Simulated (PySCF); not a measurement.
# A diatomic session: PO

An exercise on one series of results from a longer session: the logs are not shown, and one member is left open.

Computed with PySCF 2.14.0. Level: P pcseg-1, O pcseg-1, no relativity.

Set-up of the first run:

A driver script around PySCF takes these settings:

* atoms: P, O
* charge: 0
* basis: P pcseg-1, O pcseg-1
* Hamiltonian: no relativity
* basis functions: 32
* electrons treated: 23
* masses in u: 30.9738, 15.9949
* levels: PBE0, PBE, r²SCAN, M06, B3LYP, BP86, HF, MP2, SCS-MP2, CCSD, CCSD(T)
* grid: 80 radial by 434 angular points
* occupations: held fixed by the projection of orbital angular momentum
* dissociation limit: P + O, each in its ground configuration
* starting distance in angstrom: 1.665
* values of 2S to try: 1, 3, 5

Launch:

```bash
$ OMP_NUM_THREADS=1 python dia.py task.json out
```

Among the steps run: The job; First curve: PBE0; Excited determinants; PBE (GGA); r²SCAN (meta-GGA); M06 (hybrid meta-GGA); B3LYP (global hybrid GGA); BP86 (GGA); ROHF (mean field); MP2 and coupled cluster.

One of the session's tables, all rows but one given; the rest of the session is left out.

It belongs to the step «The curves together». Energy (eV) from each level's lowest point:

```
R (Å)   ROHF  ROHF-MP2  ROHF-SCS-MP2  ROHF-CCSD  ROHF-CCSD(T)
1.287  1.564     2.263         2.216        n/a           n/a
1.347  0.580     1.076         1.041      0.950         1.027
1.407  0.107     0.390         0.369      0.311         0.360
1.452      ?         ?             ?          ?             ?
1.497  0.052     0.000         0.000      0.000         0.000
1.542  0.226     0.001         0.012      0.045         0.016
1.602  0.597     0.140         0.165      0.243         0.171
1.677  1.211     0.466         0.505      0.640         0.508
1.766  2.071     0.992         1.043      1.243         1.031
1.886  3.287     1.812         1.871        n/a           n/a
```

**Question.** Estimate the row for R (Å) = 1.452.

Worked estimate for «ROHF». A straight line through the neighbours (1.407, 0.107) and (1.497, 0.052) gives 0.107 + (0.052 − 0.107) × (1.452 − 1.407) / (1.497 − 1.407) = 0.080; a parabola fitted to 4 rows on both sides gives -0.008.

As computed: ROHF: 0.000; ROHF-MP2: 0.118; ROHF-SCS-MP2: 0.107; ROHF-CCSD: 0.076; ROHF-CCSD(T): 0.103. In «ROHF» the line misses by +0.080 and the parabola by -0.008.
